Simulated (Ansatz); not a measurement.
# AlSF (singlet): from Hartree-Fock to the top rungs at a displaced geometry (v1), cc-pVDZ

An exercise on one series of results from a longer session: the logs are not shown, and one member is left open.

Method: cc-pVDZ, core rule «outside noble gas», up to 11 orbitals frozen; program: Ansatz 0.2.0, Gaussian basis.

Plan: UHF; CCSD(T) on RHF; BCCD(T) on RHF; CISD; CCSDT(Q) on RHF.

23 further runs of the same task are left out: 6 for a known fault of the program, 9 that didn't finish, 8 set aside as unsound or not needed.

## The geometry

The geometry is a PBE0/def2-TZVP stationary point (not a proven minimum) with its atoms shifted at random (size 0.040 Å).

3 atoms, charge 0, spin multiplicity 1.

Atoms are counted from 1 here; the program's logs count them from 0.

Bond lengths: F1–Al2 1.620 Å, Al2–S3 1.955 Å. Angles: F1–Al2–S3 177.3°.

The first run:

in.yaml

```yaml
crystal:
  periodic: [false, false, false]
  atoms:
    - {symbol: F, position_ang: [-0.015433, -0.009008, -1.730927]}
    - {symbol: Al, position_ang: [-0.016266, -0.025151, -0.111280]}
    - {symbol: S, position_ang: [0.031698, 0.034159, 1.842207]}
basis:
  gaussian: {orbitals: cc-pVDZ}
magnetization: {spin_polarized: true, initial_magnetization: 0}
hamiltonian: {xc: hf}
output: {orbitals: {seedname: orbitals}}
```

Started as:

```bash
$ ansatz run in.yaml --threads 1 --pin off --events-out ev --progress --plain --max-ram 2393MiB
```

Among the steps run: UHF; CCSD(T) on RHF; BCCD(T) on RHF; CISD; CCSDT(Q) on RHF.

One table of the session follows, with a row left open; its other results are not shown here.

```
   method  from RCCSDT(Q) (kcal/mol)
      RHF                    +246.36
     RMP2                     +16.43
     CISD                          ?
    RCCSD                      +7.62
 RCCSD(T)                      +1.26
  BCCD(T)                      +1.18
   RCCSDT                      +0.74
RCCSDT(Q)                          0
```

**Question.** Estimate the row for CISD.

**Answer.** from RCCSDT(Q) (kcal/mol): +31.06. In the column «from RCCSDT(Q) (kcal/mol)» it lies between RMP2 (+16.43) and RHF (+246.36).
